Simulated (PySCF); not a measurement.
Atom-mapped SMILES (the numbers label the heavy atoms): `[CH3:1][CH2:2][CH2:3][CH2:4][CH2:5][CH3:6]`; H(Xn) means a hydrogen on atom n.

GIAO shifts from PySCF 2.14.0 with density-fitted response routines on PBE0-D3(BJ)/def2-TZVP geometries (one conformer, non-relativistic, equivalent nuclei averaged), against TMS at the same level and in the same medium; PCM means IEF-PCM chloroform.

Measured (solution, CDCl3, 298 K; Fulmer et al., Organometallics 2010, 29, 2176): C1/C6 14.1, C2/C5 22.7, C3/C4 31.6, H(C1)/H(C6) 0.88 ppm.

Which unscaled values do B97-2/pcSseg-2, gas; WP04/pcSseg-2, PCM; wB97X-D/pcSseg-2, PCM give, and how close are they?

Answers


| atoms | measured | B97-2/pcSseg-2, gas | WP04/pcSseg-2, PCM | wB97X-D/pcSseg-2, PCM |
| --- | --- | --- | --- | --- |
| C1/C6 | 14.1 | 17.8 | 18.9 | 17.6 |
| C2/C5 | 22.7 | 29.5 | 31.1 | 29.1 |
| C3/C4 | 31.6 | 39.2 | 39.6 | 39.3 |
| H(C1)/H(C6) | 0.88 | 0.98 | 0.93 | 0.96 |

Mean absolute error for ¹³C: B97-2/pcSseg-2, gas 6.0, WP04/pcSseg-2, PCM 7.1, wB97X-D/pcSseg-2, PCM 5.9 ppm.

Mean absolute error for ¹H: B97-2/pcSseg-2, gas 0.10, WP04/pcSseg-2, PCM 0.05, wB97X-D/pcSseg-2, PCM 0.08 ppm.
